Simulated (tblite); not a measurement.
Q: What does the GFN2-xTB structure of InChI=1S/C5H9O/c6-5-3-1-2-4-5/h5H,1-4H2 look like in three dimensions? (Doublet state.)

A: 
```xyz
15
C5H9O angstrom
O      1.520   -1.820   -0.683
C      0.850   -0.963    0.028
C      1.136    0.561   -0.262
C     -0.108    1.252    0.265
C     -1.245    0.314   -0.149
C     -0.700   -1.097    0.081
H      1.212   -1.058    1.084
H      2.063    0.902    0.193
H      1.216    0.662   -1.344
H     -0.228    2.251   -0.153
H     -0.063    1.334    1.353
H     -2.158    0.501    0.414
H     -1.461    0.458   -1.208
H     -1.022   -1.799   -0.687
H     -1.017   -1.489    1.048
```

Orientation and origin are arbitrary. Atoms count from 1 in this order. The C–C distances run from 1.517 Å (C3–C4, drawn single) to 1.577 Å (C2–C3, drawn single), a spread of 0.060 Å. The 5-membered ring C2–C3–C4–C5–C6 has internal angles of 103.1° to 105.7°; it is puckered, 0.18 Å rms from its mean plane, widest ring torsion 40°.

Bonds between heavy atoms (Å): O1–C2 1.300, C2–C3 1.577, C3–C4 1.517, C4–C5 1.532, C5–C6 1.530, C2–C6 1.557.

Structure optimised with GFN2-xTB, isolated species. This method treats the open shell by occupation alone, without spin polarisation.

Point group: C1 (no symmetry element, even within 0.4 Å). Its GFN2-xTB frequencies are all real (lowest 64 cm⁻¹). Torsions: O1–C2–C3–C4 158°, C2–C3–C4–C5 -39°, C3–C4–C5–C6 40°, C4–C5–C6–C2 -23°.

The run took 0.31 s of wall time on one thread, Arm Neoverse V2 (aarch64), no GPU, shared host with 96 logical CPUs at a one-minute load of 55. These figures are those of the optimisation.

One conformer stands for the species.

The numbers are calculated, not measured.
